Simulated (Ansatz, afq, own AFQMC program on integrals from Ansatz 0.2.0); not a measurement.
H₃O, doublet in cc-pVTZ, levels against CCSDT(Q)

```xyz
4

H    -1.8045    0.0498    0.0000
H    -0.9355    0.0498    0.0000
O     0.1475    0.0498    0.0000
H     0.3993   -0.8901    0.0000
```

Basis cc-pVTZ. Only valence electrons are correlated. Ansatz 0.2.0 and our own AFQMC program on the same integrals; the CISD trial comes from CCSD amplitudes, and released means the phaseless constraint is let go. Error bars are statistical, one sigma.

Determinant: UHF, the one that the program's search chose, which needn't be the lowest solution. The geometry is a point of a scan.

No full CI on the walks' own integrals is used here; CCSDT(Q) serves as the reference and is uncertain by about the last step of the cluster series.

Cautions: released walk and highest rung disagree (by 15 meV at 2.40 1/Eh).

- T1 diagnostic: 0.0153
- weight of the determinant in the CISD state: 0.925
- ⟨S²⟩ of the determinant: 0.780
- size of the correlated space: 9 electrons in 71 orbitals

```tsv
level	correlation energy (eV)
MP2	-7.3461
CCSD	-7.6727
CCSD(T)	-7.9088
```

(1) Estimate where phaseless AFQMC with a CISD trial lies against CCSD(T) on the same integrals.

(1) 0.9 ± 0.5 kJ/mol below CCSD(T).

Reference: CCSDT(Q), correlation energy -7.928 eV. The released energy is read at 2.40 1/Eh (meV from the phaseless value at times in 1/Eh: -6 ± 3 at 0.24, -8 ± 3 at 0.51, -9 ± 3 at 0.99, -7 ± 4 at 1.62, 5 ± 4 at 2.40).

| level | E − E(reference) (kJ/mol) | share of correlation (%) |
| --- | --- | --- |
| CCSD(T) | 1.9 | 99.75 |
| CCSDT | 1.2 | 99.84 |
| ph-AFQMC/CISD | 0.9 ± 0.5 | 99.88 |
| released AFQMC | 1.4 ± 0.4 | 99.82 |

A walk keeps the symmetry of its determinant, which the program's search chose and which needn't be the lowest solution, so a lower state of the same spin and another symmetry isn't excluded. Released energies are given only where the last usable release times agree within the noise; a slower fall can still hide under it.
